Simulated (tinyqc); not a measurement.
The basis set: RHF and MP2 along a ladder of basis sets, for H2O, spin multiplicity 1. Computed by the program tinyqc with PySCF. Command: `OMP_NUM_THREADS=1 python tinyqc.py 115155 115156 out.jsonl`; one thread of a shared host (Intel(R) Xeon(R) Processor @ 2.60GHz), about 2 s.

Geometry (angstrom):

| atom | x | y | z |
|---|---|---|---|
| O | 0.0000 | 0.0000 | 0.0000 |
| H | 0.0000 | 0.7360 | 0.5710 |
| H | 0.0000 | -0.7360 | 0.5710 |

Same geometry throughout; the dipole is taken about the origin.

RHF and frozen-core MP2 in a ladder of bases:

| basis | functions | E(RHF) (hartree) | E(MP2 corr) (hartree) | HOMO (eV) | LUMO (eV) | dipole (debye) |
|---|---|---|---|---|---|---|
| sto-3g | 7 | -74.95742 | -0.03336 | -10.702 | 17.196 | 1.760 |
| 3-21g | 13 | -75.58273 | -0.11882 | -13.088 | 7.390 | 2.432 |
| 6-31g | 13 | -75.98285 | -0.12541 | -13.686 | 5.702 | 2.622 |
| 6-31g** | 24 | -76.02272 | -0.19267 | -13.568 | 6.018 | 2.162 |
| cc-pvdz | 24 | -76.02655 | -0.19982 | -13.474 | 5.163 | 2.033 |
| aug-cc-pvdz | 41 | -76.04141 | -0.21711 | -13.924 | 0.975 | 1.980 |
| cc-pvtz | 58 | -76.05748 | -0.25964 | -13.788 | 3.940 | 2.006 |

From cc-pVDZ to cc-pVTZ the RHF energy falls by 30.9 mhartree and the correlation energy by 59.8. If valence correlation converges as X^-3, (27 E(T) - 8 E(D))/19 gives -0.2848 hartree, a rough estimate from such small X that usually falls short; STO-3G holds about 12 % of it. Beyond STO-3G the LUMO moves by 6.4 eV and the HOMO by 0.8 eV; diffuse functions lower the positive LUMO sharply, since an unbound virtual level tracks the most diffuse function.
